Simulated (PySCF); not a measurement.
## Constants of SF, step by step

State: ²Π, doublet, unpaired electrons π ↑. De refers to S + F. ROHF-based CCSD(T) in PySCF 2.14 with S cc-pV(T+d)Z, F cc-pVTZ and S cc-pV(Q+d)Z, F cc-pVQZ (frozen core orbitals: 6; no relativity). Correlation energies are extrapolated as n⁻³ (n = 3, 4), Hartree–Fock as (n+1)·exp(−9√n). CV is the change on freezing 1 orbitals instead, in S cc-pwCVTZ, F cc-pwCVTZ. SR is the spin-free X2C energy in S cc-pVTZ-DK, F cc-pVTZ-DK less the non-relativistic one in S cc-pVTZ, F cc-pVTZ.

| Level | Re (Å) | ωe (cm⁻¹) | ωexe (cm⁻¹) | αe (cm⁻¹) | De (eV) |
| --- | --- | --- | --- | --- | --- |
| CCSD(T)/TZ | 1.6041 | 839.7 | 4.52 | 0.00437 | 3.356 |
| CCSD(T)/QZ | 1.6000 | 843.9 | 4.45 | 0.00433 | 3.552 |
| HF/CBS | 1.5658 | 922.7 | 3.99 | 0.00405 | 1.691 |
| MP2/CBS | 1.5959 | 855.4 | 4.20 | 0.00423 | 3.884 |
| CCSD/CBS | 1.5891 | 869.8 | 4.21 | 0.00420 | 3.452 |
| CCSD(T)/CBS | 1.5983 | 846.3 | 4.40 | 0.00432 | 3.653 |
| CCSD(T)/CBS+CV | 1.5959 | 848.2 | 4.41 | 0.00433 | 3.662 |
| CCSD(T)/CBS+CV+SR | 1.5966 | 846.4 | 4.39 | 0.00432 | 3.652 |

Question: How much is left between CCSD(T)/QZ and the basis-set limit, and how much do the triples give at the limit?

Answer: CCSD(T)/CBS less CCSD(T)/QZ: -1.7 mÅ in Re, +2.4 cm⁻¹ in ωe and +0.101 eV in De. CCSD(T)/CBS less CCSD/CBS: +9.2 mÅ in Re, -23.5 cm⁻¹ in ωe and +0.201 eV in De.

Question: What do the later terms add?

Answer: CV: -2.4 mÅ in Re, +1.9 cm⁻¹ in ωe and +0.009 eV in De; SR: +0.7 mÅ in Re, -1.8 cm⁻¹ in ωe and -0.010 eV in De, each against the row above.

The T1 diagnostic is 0.021. The state was picked by a PBE0 search and need not be the measured ground state. Spin–orbit coupling, excitations beyond (T) and corrections to the Born–Oppenheimer picture are left out.

The whole job (state search and all basis sets along the bond) took about 36 min on 4 threads of Arm Neoverse V1 (shared host), peak memory 8.7 GiB.
